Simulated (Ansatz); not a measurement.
**C2HFN2: a ladder of functionals and wavefunction methods**

The task here is to estimate one member of a computed series from the others.

Program: Ansatz 0.2.0, Gaussian basis. Level of theory: functionals in def2-TZVPP, the program's frozen cores in correlated methods. These are calculated values, not measurements.

Levels to be run: LDA (SPW92), PBE-D4, revPBE-D4, BLYP-D4, r2SCAN-D4, B97M-V, PBE0-D4, B3LYP-D4, r2SCANh-D4, r2SCAN0-D4, HSE06-D4, BHLYP-D4, CAM-B3LYP-D4, LC-ωPBE, ωB97X-V, ωB97M-V, B2PLYP, PBE-QIDH; CCSD(T)/def2-SVP; CCSD(T)/def2-TZVPP; MP2/def2-QZVPP; extrapolation to the limit; RPA on PBE.

## The relaxed structure

An earlier PBE0-D4 in a triple-zeta def2 set relaxation fixed the geometry.

SMILES `FC1N=C=N1`, 6 atoms, charge 0, spin multiplicity 1.

Atoms are counted from 1 here; the program's logs count them from 0.

Bond lengths: F1–C2 1.326 Å, C2–N3 1.440 Å, C2–N5 1.441 Å, C2–H6 1.085 Å, N3–C4 1.382 Å, C4–N5 1.382 Å. Angles: F1–C2–N3 117.2°, F1–C2–N5 117.2°, F1–C2–H6 111.3°, N3–C2–N5 70.0°, N3–C2–H6 117.8°, N5–C2–H6 117.9°, C2–N3–C4 95.2°, N3–C4–N5 73.4°, C2–N5–C4 95.2°.

Set-up of the first run:

in.yaml

```yaml
crystal:
  periodic: [false, false, false]
  atoms:
    - {symbol: F, position_ang: [-1.573868, 0.416610, -0.549702]}
    - {symbol: C, position_ang: [-0.405542, 0.279479, 0.062609]}
    - {symbol: N, position_ang: [0.108134, -1.058204, 0.209836]}
    - {symbol: C, position_ang: [1.438371, -0.690685, 0.134577]}
    - {symbol: N, position_ang: [0.757525, 0.103212, -0.768880]}
    - {symbol: H, position_ang: [-0.324610, 0.949578, 0.911560]}
basis:
  gaussian: {orbitals: def2-TZVPP}
hamiltonian: {xc: lda}
output: {orbitals: {seedname: orbitals}}
```

Launch:

```sh
ansatz run in.yaml --threads 2 --pin off --events-out ev --progress --plain --max-ram 4352MiB
```

Steps of the session up to this table: LDA; PBE-D4 (GGA); revPBE-D4 (GGA); BLYP-D4 (GGA); r2SCAN-D4 (meta-GGA); B97M-V (meta-GGA); B3LYP-D4 (hybrid); r2SCANh-D4 (hybrid); r2SCAN0-D4 (hybrid); HSE06-D4 (hybrid); BHLYP-D4 (hybrid); CAM-B3LYP-D4 (range-separated); LC-ωPBE (range-separated); ωB97X-V (range-separated); ωB97M-V (range-separated); B2PLYP (double hybrid); PBE-QIDH (double hybrid).

One table of the session follows, with a row left open; its other results are not shown here.

It belongs to the step «Orbital energies across the functionals». 

```
  functional  HOMO (eV)  LUMO (eV)  gap (eV)
 LDA (SPW92)      -7.02      -3.93      3.09
      PBE-D4      -6.91      -3.58      3.33
   revPBE-D4      -6.86      -3.45      3.41
     BLYP-D4      -6.84      -3.50      3.34
   r2SCAN-D4          ?          ?         ?
      B97M-V      -7.44      -3.10      4.34
     PBE0-D4      -8.45      -2.31      6.14
    B3LYP-D4      -8.23      -2.66      5.57
  r2SCANh-D4      -7.85      -2.85      5.00
  r2SCAN0-D4      -8.69      -2.15      6.54
    HSE06-D4      -8.04      -2.70      5.34
    BHLYP-D4      -9.91      -0.98      8.93
CAM-B3LYP-D4      -9.96      -1.15      8.81
     LC-ωPBE     -11.35       0.12     11.48
     ωB97X-V     -10.98       0.13     11.11
     ωB97M-V     -10.86       0.09     10.95
```

Q: Estimate the row for r2SCAN-D4 from the others.

Worked estimate for «HOMO (eV)». Against the share of exact exchange, r2SCANh-D4 (0.1, -7.85), r2SCAN0-D4 (0.25, -8.69) give a slope of -5.60 per unit share; at 0 the line stands at -7.29.

The run gave: HOMO (eV): -7.29; LUMO (eV): -3.32; gap (eV): 3.97. In «HOMO (eV)» the line misses by 0.00.
